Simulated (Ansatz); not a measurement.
# Molecular dynamics of BClS

input.yaml

```yaml
crystal:
  periodic: [false, false, false]
  atoms:
    - { symbol: S, position_ang: [-1.010467, 1.161184, -1.263964] }
    - { symbol: B, position_ang: [-0.174641, 0.233834, -0.258034] }
    - { symbol: Cl, position_ang: [0.512084, -0.538836, 1.05997] }
basis:
  gaussian: { orbitals: def2-SVP }
hamiltonian:
  xc: b3lyp
  dispersion: d4
md:
  timestep: 2.0
  n_steps: 400
  ensemble: nvt_langevin
  temperature: 300.0
  initial_velocities: maxwell_boltzmann
  seed: 302653
  friction: 0.01
scf:
  lower_state_search: "off"
```

Run as:

```bash
$ ansatz run input.yaml --threads 1 --pin off --max-ram 2048MiB --backend cpu --events-out ev --progress --plain --runs-dir out
```

It goes on from the last frame of an earlier run, with new velocities.

Output, in part (step lines, the closing report, with atoms numbered from 0):

```
md step     0: t =     0.00 fs  T =   200.0 K  F+E_penalty+E_count = -24028.99123983 eV  E_kin = 0.077556 eV  (15 SCF iters)
[... lines left out ...]
Total energy: -24029.00068241 eV, -883.0494876370 hartree
Atom 0 at    -1.916009     1.788183    -1.359529 Å, force     0.590906    -0.406158     0.867930 eV/Å
Atom 1 at    -0.728795     1.359503    -0.309693 Å, force    -0.166953     0.478774    -0.897384 eV/Å
Atom 2 at     0.709206     1.065922     0.557639 Å, force    -0.423953    -0.072616     0.029455 eV/Å
Dipole moment:     0.262232    -0.085383     0.215219 e Å
```

The steps, from the saved trajectory:

```
time (fs)  T (K)  potential energy less start (eV)
      0.0    200                             0.000
     26.0    470                            -0.017
     52.0    157                             0.012
     78.0    271                            -0.067
    104.0    411                            -0.042
    130.0    358                            -0.015
    156.0    566                            -0.035
    182.0    142                             0.019
    208.0    395                            -0.042
    234.0    262                             0.014
    260.0    153                            -0.003
    286.0    432                            -0.045
    312.0    271                            -0.012
    338.0    497                            -0.035
    364.0    421                            -0.030
    390.0    308                            -0.025
    416.0    213                             0.030
    442.0    283                             0.085
    468.0    510                            -0.036
    494.0    325                             0.006
    520.0    446                            -0.043
    546.0     62                            -0.022
    572.0    176                            -0.040
    598.0    103                            -0.026
    624.0    320                            -0.052
    650.0     96                             0.062
    676.0    417                            -0.056
    702.0    151                             0.049
    728.0    243                            -0.063
    754.0    107                             0.026
    780.0    315                            -0.029
```

All steps were run. The mean temperature of the second half is 15 % below the set value. A run of 0.8 ps of so small a system gives no equilibrium averages.

The same pairs are bonded in the first frame and the last. Pairs count as bonded within 1.25 times the sum of covalent radii (0.12 Å more for H–H).

Last frame:

```xyz
3
Properties=species:S:1:pos:R:3
S -1.916 1.788 -1.359
B -0.729 1.359 -0.310
Cl 0.709 1.066 0.558
```

Run time: 9.5 min on 1 thread of Intel(R) Xeon(R) Processor @ 2.50GHz (Skylake/Cascade Lake) (shared host), peak memory 0.098 GiB.
